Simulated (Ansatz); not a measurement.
Basis sets compared for AlH2Et (C2H7Al). Charge 0, multiplicity 1. Geometry PBE0-D4/def2-TZVP. Ansatz on 4 threads of Arm Neoverse V2 on a shared host; times are rough, and most runs start from earlier orbitals.

Cartesian coordinates in Å:
```
Al 1.260 1.038 0.343
H 0.917 2.325 1.216
H 2.752 0.481 0.359
C -0.145 0.122 -0.673
C -0.905 -0.908 0.174
H 0.295 -0.374 -1.545
H -0.851 0.863 -1.065
H -1.691 -1.407 -0.401
H -0.243 -1.693 0.553
H -1.389 -0.447 1.040
```

B3LYP takes the VWN-RPA correlation.

Binding counts from free atoms (Al doublet, H doublet, C triplet) in the same basis, without a counterpoise term.

```
                            level  functions  energy (Eh)  HOMO (eV)  LUMO (eV)  binding per atom (eV)  wall time
                  PBE-D4/def2-SVP         81    -322.4317      -6.24      -2.08                   3.53     0.45 s
                 PBE-D4/def2-TZVP        141    -322.6071      -6.28      -2.12                   3.51     0.75 s
r2SCAN-D4/def2-TZVP (with forces)        141    -322.7823      -6.52      -1.77                   3.50      1.8 s
                   B3LYP-D4/6-31G         45    -322.8141      -7.22      -1.59                   3.43     0.35 s
               B3LYP-D4/def2-TZVP        141    -322.9080      -7.32      -1.58                   3.50      0.9 s
                 PBE0-D4/def2-SVP         81    -322.4793      -7.51      -1.31                   3.51     0.45 s
                PBE0-D4/def2-TZVP        141    -322.6497      -7.52      -1.35                   3.49      0.9 s
```

Task: Estimate the rows for PBE-D4/def2-TZVPD, r2SCAN-D4/def2-TZVPD, PBE0-D4/def2-TZVPD.

Result: 
```csv
level,functions,energy (Eh),HOMO (eV),LUMO (eV),binding per atom (eV),wall time
PBE-D4/def2-TZVPD,180,-322.6076,-6.29,-2.14,3.51,1.1 s
r2SCAN-D4/def2-TZVPD,180,-322.7827,-6.52,-1.77,3.50,2 s
PBE0-D4/def2-TZVPD,180,-322.6501,-7.52,-1.37,3.49,1.4 s
```
